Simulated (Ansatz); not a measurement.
Input file for Ansatz (a program for electronic structure): R-CCSD(T)/aug-cc-pVDZ on H2O (SMILES O) with ghost functions.

Ansatz 0.2 input:
```yaml
crystal:
  periodic: [false, false, false]
  atoms:
    - {symbol: O, position_ang: [2.41090908, -0.07807700, -0.06175923]}
    - {symbol: H, position_ang: [2.98126508, -0.66784700, 0.43526777]}
    - {symbol: H, position_ang: [2.98290508, 0.27291100, -0.74713123]}
basis:
  gaussian:
    orbitals: aug-cc-pVDZ
    ghost_atoms:
      - {symbol: C, position_ang: [-1.10758792, 0.04643300, 0.03636577]}
      - {symbol: H, position_ang: [-0.04171792, 0.01606100, 0.01177277]}
      - {symbol: C, position_ang: [-2.31946492, 0.08017400, 0.06373777]}
      - {symbol: H, position_ang: [-3.37999792, 0.11052600, 0.08833877]}
magnetization: {spin_polarized: false}
correlation: {method: ccsd_t, electrons: outside_noble_gas}
scf: {lower_state_search: off}
```

Program output:

```
WARN ansatz: RAYON_NUM_THREADS=1 ignored (pool sized by the plan → 1); use --threads N
Functional definition: HF
these checks for a lower state are left out or cut short: stability, starts, cluster_reference, orbital_swaps, neighbouring_geometries, increment
integrals: 0.12 GiB planned
807 factors; integrals over basis functions are off by at most 6.2e-4 eV
mean field: 0.14 GiB planned
mean field evaluation 1: about -2067.3254 eV, gradient 3.3e1 eV
mean field evaluation 2: about -2067.3247 eV, gradient 3.3e1 eV
mean field evaluation 4: about -2069.1873 eV, gradient 1.5e0 eV
mean field evaluation 8: about -2069.1950 eV, gradient 5.8e-4 eV
mean field -2069.19498195 eV, -76.0415130358 hartree, gradient 1.9e-6 eV, S^2 0.000000; 0 other end points of the search recorded, 0 dependent functions left out
1 core orbitals not correlated
reference -2069.19498195 eV, -76.0415130358 hartree; 4, 4 occupied and 100, 100 virtual orbitals, 807 factors
second order -5.98680189 eV of doubles, -0.00000000 eV of singles
coupled cluster: 0.40 GiB planned
cycle   1  -6.04454521 eV  change   -5.8e-2 eV  update   5.1e-2
cycle   2  -6.16425569 eV  change   -1.2e-1 eV  update   1.4e-2
cycle   3  -6.19992503 eV  change   -3.6e-2 eV  update   7.0e-3
cycle   4  -6.19751725 eV  change    2.4e-3 eV  update   1.2e-3
cycle   5  -6.19720947 eV  change    3.1e-4 eV  update   4.2e-4
cycle   6  -6.19733129 eV  change   -1.2e-4 eV  update   1.2e-4
cycle   7  -6.19729037 eV  change    4.1e-5 eV  update   3.7e-5
cycle   8  -6.19727646 eV  change    1.4e-5 eV  update   1.1e-5
cycle   9  -6.19727526 eV  change    1.2e-6 eV  update   4.1e-6
perturbative correction -0.14410157 eV, -0.0052956352 hartree
Total energy: -2075.53635878 eV, -76.2745543360 hartree
Checks for a lower state left out: stability, starts, cluster_reference, orbital_swaps, neighbouring_geometries, increment
```

The calculation finished and met its thresholds.

Cost: roughly 6 core-seconds.
